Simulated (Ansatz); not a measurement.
**CH5O+ (SMILES C[OH2+]): functionals against CCSD(T) at one geometry**

Aim: energy, forces and dipole at a structure displaced at random from a GFN2-xTB minimum, from CCSD(T) and from density functionals.

Computed with Ansatz 0.2.0, Gaussian basis. Level: single points in def2-TZVPP.

Correlated methods freeze the cores.

### Step 1. The starting structure

7 atoms, charge 1, spin multiplicity 1.

Atoms are counted from 1 here; the program's logs count them from 0.

Bond lengths: C1–O2 1.432 Å, C1–H3 1.082 Å, C1–H4 1.084 Å, C1–H5 1.116 Å, O2–H6 0.988 Å, O2–H7 0.994 Å. Angles: O2–C1–H3 107.3°, O2–C1–H4 107.8°, O2–C1–H5 110.9°, H3–C1–H4 109.5°, H3–C1–H5 110.7°, H4–C1–H5 110.5°, C1–O2–H6 110.8°, C1–O2–H7 112.2°, H6–O2–H7 108.4°.

Geometry (Å):

| atom | x (Å) | y (Å) | z (Å) |
| --- | --- | --- | --- |
| C1 | -0.2970 | -0.4164 | -0.2866 |
| O2 | 0.2772 | 0.4672 | 0.6832 |
| H3 | -0.0331 | -1.4250 | 0.0018 |
| H4 | -1.3739 | -0.2987 | -0.2461 |
| H5 | 0.0827 | -0.1858 | -1.3102 |
| H6 | 0.0241 | 1.4039 | 0.4986 |
| H7 | 1.2690 | 0.4088 | 0.7029 |

### Step 2. CCSD(T)/def2-TZVPP

Contents of run/in.yaml:

```yaml
crystal:
  periodic: [false, false, false]
  atoms:
    - {symbol: C, position_ang: [-0.297000, -0.416400, -0.286600]}
    - {symbol: O, position_ang: [0.277200, 0.467200, 0.683200]}
    - {symbol: H, position_ang: [-0.033100, -1.425000, 0.001800]}
    - {symbol: H, position_ang: [-1.373900, -0.298700, -0.246100]}
    - {symbol: H, position_ang: [0.082700, -0.185800, -1.310200]}
    - {symbol: H, position_ang: [0.024100, 1.403900, 0.498600]}
    - {symbol: H, position_ang: [1.269000, 0.408800, 0.702900]}
basis:
  gaussian: {orbitals: def2-TZVPP}
total_charge: 1
correlation: {method: ccsd_t}
output: {forces: true}
```

No record of the launch command was kept for these runs.

### Step 3. PBE0-D4/def2-TZVPP

Changes to run/in.yaml since step 2:

```diff
@@ -13,3 +13,3 @@
 total_charge: 1
-correlation: {method: ccsd_t}
-output: {forces: true}
+hamiltonian: {xc: pbe0, dispersion: d4}
+output: {forces: true, orbitals: {seedname: orbitals}}
```

### Step 4. wB97M-V/def2-TZVPP

Changes to run/in.yaml since step 3:

```diff
@@ -13,3 +13,3 @@
 total_charge: 1
-hamiltonian: {xc: pbe0, dispersion: d4}
-output: {forces: true, orbitals: {seedname: orbitals}}
+hamiltonian: {xc: {name: wB97M-V}}
+output: {forces: true}
```

### Step 5. r2SCAN-D4/def2-TZVPP

Changes to run/in.yaml since step 4:

```diff
@@ -13,3 +13,3 @@
 total_charge: 1
-hamiltonian: {xc: {name: wB97M-V}}
+hamiltonian: {xc: r2scan, dispersion: d4}
 output: {forces: true}
```

### Step 6. PBE-D4/def2-TZVPP

Changes to run/in.yaml since step 5:

```diff
@@ -13,3 +13,3 @@
 total_charge: 1
-hamiltonian: {xc: r2scan, dispersion: d4}
+hamiltonian: {xc: pbe, dispersion: d4}
 output: {forces: true}
```

### Step 7. revPBE-D4/def2-TZVPP

Changes to run/in.yaml since step 6:

```diff
@@ -13,3 +13,3 @@
 total_charge: 1
-hamiltonian: {xc: pbe, dispersion: d4}
+hamiltonian: {xc: {name: revPBE}, dispersion: d4}
 output: {forces: true}
```

### Step 8. r2SCANh-D4/def2-TZVPP

Changes to run/in.yaml since step 7:

```diff
@@ -13,3 +13,3 @@
 total_charge: 1
-hamiltonian: {xc: {name: revPBE}, dispersion: d4}
+hamiltonian: {xc: {name: r2SCANh}, dispersion: d4}
 output: {forces: true}
```

(Steps that only read results are left out.)

Q: Predict the outcome of this session. Wanted: energy less free atoms, CCSD(T)/def2-TZVPP; RMS force component; RMS force error; HOMO and LUMO, PBE0-D4; T1 diagnostic.

The runs gave:

```
                                  quantity                                                                                                value
energy less free atoms, CCSD(T)/def2-TZVPP                                                                                       -1562.8 kJ/mol
                       RMS force component                                                                 0.712 to 0.837 eV/Å over the methods
                           RMS force error  PBE0-D4 0.122, wB97M-V 0.045, r2SCAN-D4 0.039, PBE-D4 0.222, revPBE-D4 0.207, r2SCANh-D4 0.060 eV/Å
                    HOMO and LUMO, PBE0-D4                                                                                  -17.08 and -6.37 eV
                             T1 diagnostic                                                                                                0.008
```

**Reading.** Against CCSD(T) the functionals' energies less atoms differ by -72.8 to -13.2 kJ/mol, PBE-D4 by -72.8 kJ/mol. The reference is not at the basis limit: in triple zeta CCSD(T) underbinds, which counts against methods that bind more; the gaps are no ranking. The forces of r2SCAN-D4 come nearest to CCSD(T), those of PBE-D4 are farthest. Frozen-core CCSD(T) forces in triple zeta carry basis errors of their own, and this is one geometry, so small gaps rank nothing.
